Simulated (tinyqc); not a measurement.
Worked calculation: RHF in the sto-3g basis, for H2F+, spin multiplicity 1. One step of it, computed by the program tinyqc.

Question. Orthogonalisation. S = U s U^T; symmetric (Loewdin) form X = U s^(-1/2) U^T, so that X^T S X = 1.

overlap S, order 1F 1s, 1F 2s, 1F 2px, 1F 2py, 1F 2pz, 2H 1s, 3H 1s:
```
[[1.000000, 0.237990, 0.000000, 0.000000, 0.000000, 0.045807, 0.045807],
 [0.237990, 1.000000, 0.000000, 0.000000, 0.000000, 0.427443, 0.427443],
 [0.000000, 0.000000, 1.000000, 0.000000, 0.000000, 0.000000, 0.000000],
 [0.000000, 0.000000, 0.000000, 1.000000, 0.000000, 0.294011, -0.294011],
 [0.000000, 0.000000, 0.000000, 0.000000, 1.000000, 0.166582, 0.166582],
 [0.045807, 0.427443, 0.000000, 0.294011, 0.166582, 1.000000, 0.205602],
 [0.045807, 0.427443, 0.000000, -0.294011, 0.166582, 0.205602, 1.000000]]
```

Give: eigenvalues of S; X.

Answer.

eigenvalues of S: [0.4164, 0.4689, 0.9088, 1.0000, 1.0732, 1.3255, 1.8072]

X, order 1F 1s, 1F 2s, 1F 2px, 1F 2py, 1F 2pz, 2H 1s, 3H 1s:
```
[[1.0241, -0.1398, 0.0000, 0.0000, -0.0062, 0.0196, 0.0196],
 [-0.1398, 1.1897, 0.0000, 0.0000, 0.0639, -0.2473, -0.2473],
 [0.0000, 0.0000, 1.0000, 0.0000, 0.0000, 0.0000, 0.0000],
 [0.0000, 0.0000, 0.0000, 1.0935, 0.0000, -0.2031, 0.2031],
 [-0.0062, 0.0639, 0.0000, 0.0000, 1.0244, -0.0946, -0.0946],
 [0.0196, -0.2473, 0.0000, -0.2031, -0.0946, 1.1526, -0.0829],
 [0.0196, -0.2473, 0.0000, 0.2031, -0.0946, -0.0829, 1.1526]]
```
